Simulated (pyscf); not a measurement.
Elementary routes open to `[O]=[CH][GeH2]` [doublet] in the gas phase (doublet surface):
A. `[O]=[C][GeH3]` [doublet] (C–H broken; Ge–H formed)
B. `[O]=[C]=[GeH]` [doublet] + `[H][H]` (Ge–H, C–H broken; H–H formed)

Optimised with ωB97X-D3(BJ)/def2-SVP in PySCF.

### Question
Rank the routes by free-energy barrier at 600 K, lowest first, for ωB97M-D3(BJ)/def2-TZVP energies (ideal gas, 1 atm, RRHO with modes under 100 cm⁻¹ raised to 100, one conformer, R ln 2 for chiral ones without a mode under 150 cm⁻¹).

### Answer
B (147.0 kJ/mol), A (160.3 kJ/mol)

Route B is the fastest of these, ahead of the next by 13.3 kJ/mol. The most stable products are those of B (ΔG = -72.7 kJ/mol), so kinetics and thermodynamics agree. At 1200 K B is still the fastest. Only these routes are compared; each barrier is that of the saddle found, and lower ones may exist. Elements up to Kr have no core potential and no relativistic terms here.
